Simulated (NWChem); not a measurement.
System: ethylamine (C$_{2}$H$_{7}$N); SMILES CCN

Input file for NWChem:

```
start job
memory heap 200 mb stack 900 mb global 1100 mb
geometry units angstroms noautosym nocenter noautoz
  C      0.257133    -1.234303    -0.036660
  C     -0.550611     0.048855     0.021743
  N      0.315113     1.209036    -0.076842
  H     -0.394639    -2.120851    -0.013795
  H      0.863657    -1.264657    -0.954275
  H      0.946343    -1.308474     0.821174
  H     -1.188702     0.030672     0.932941
  H     -1.249616     0.072622    -0.832095
  H     -0.232305     2.067003    -0.065718
  H      0.930145     1.256355     0.734456
end
basis spherical
  * library pcsseg-1
end
dft
  xc bhlyp
  iterations 150
end
property
  shielding
  efieldgrad
end
task dft property
```

All runs use the structure optimised with PBE0/def2-SVP.

GIAO values for the isolated, static molecule; σ is the absolute isotropic shielding, δ = σ(reference) − σ with the isolated reference molecule computed at the same levels (13C: tetramethylsilane, 1H: tetramethylsilane).

Atoms are numbered as in the input.

What results follow from this input? (BHandHLYP/pcSseg-1, GIAO.) Quantities: δ C1 (ppm); δ C2 (ppm); δ H4 (rotor mean) (ppm); δ H7 (ppm); δ H8 (ppm); δ H9 (ppm); δ H10 (ppm).

The δ C1 (ppm) comes out as 19.9, the δ C2 (ppm) is 39.6 and the δ H4 (rotor mean) (ppm) comes out as 1.13. The δ H7 (ppm) is 2.75 and the δ H8 (ppm) is 2.46. The δ H9 (ppm) comes out as 0.57 and the δ H10 (ppm) comes out as -0.11.
